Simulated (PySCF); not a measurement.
**How well do the runs reproduce experiment for C5H6?**

**The experiment to reproduce.**

From NIST CCCBDB Release 22 (SRD 101), experimental dipoles, for the gas: dipole moment 0.512 D.

The results are set against them at the end.

C₅H₆.
Atom-mapped SMILES: `[CH:1]#[C:2][C:3](=[CH2:4])[CH3:5]` (hydrogens: H6 on C1; H7, H8 on C4; H9, H10, H11 on C5)

Cartesian coordinates in Å at the PBE0-D3(BJ)/def2-TZVP level; atoms count from 1:
```
atom  x, y, z in Å
C1     2.3623   -0.4068    0.5248
C2     1.2343   -0.0908    0.2511
C3    -0.1187    0.2277   -0.0664
C4    -0.4746    1.4798   -0.3612
C5    -1.0877   -0.9169   -0.0459
H6     3.3639   -0.6737    0.7655
H7     0.2492    2.2845   -0.3674
H8    -1.5033    1.7207   -0.6024
H9    -0.7832   -1.6902   -0.7556
H10   -1.1118   -1.3815    0.9430
H11   -2.0923   -0.5788   -0.3011
```

The PySCF runs (gas phase, on this PBE0-D3(BJ)/def2-TZVP geometry; no spin–orbit coupling):

```tsv
level	job	basis functions	wall time
PBE0-D3(BJ)/def2-TZVP, grid level 2	geometry optimisation from a GFN2-xTB start shaken at random	191	91 s
PBE0/pcSseg-2	shieldings, charges and field gradients	264	23 s
CAM-B3LYP/aug-cc-pVTZ	10 singlets by full TDDFT, 4 Tamm–Dancoff triplets, polarisability	368	57 s
PBE0/aug-cc-pVTZ	10 singlets by full TDDFT, 4 Tamm–Dancoff triplets, polarisability, dynamic polarisability	368	52 s
wB97X-D/aug-cc-pVTZ	10 singlets by full TDDFT, 4 Tamm–Dancoff triplets, polarisability, ΔSCF ions	368	2.4 min
```

Hardware: one thread, Arm Neoverse V1 (aarch64), on a shared host.

**Comparison with experiment**

**Dipole moment.** Measured: 0.512 D (NIST CCCBDB Release 22 (SRD 101), experimental dipoles).

| level | computed (D) | computed − measured (D) | % (from the printed values) |
| --- | --- | --- | --- |
| PBE0-D3(BJ)/def2-TZVP | 0.547 | +0.035 | +7 |
| PBE0/pcSseg-2 | 0.554 | +0.042 | +8 |
| CAM-B3LYP/aug-cc-pVTZ | 0.534 | +0.022 | +4 |
| PBE0/aug-cc-pVTZ | 0.550 | +0.038 | +7 |
| wB97X-D/aug-cc-pVTZ | 0.540 | +0.028 | +5 |

All 5 levels lie above the measurement. The computed dipoles belong to one fixed geometry; measured ones are averaged over vibrations unless marked μe. Magnitudes are compared, not signs.

The geometry is computed, not the measured one. Where a level misses, the cause wasn't examined.
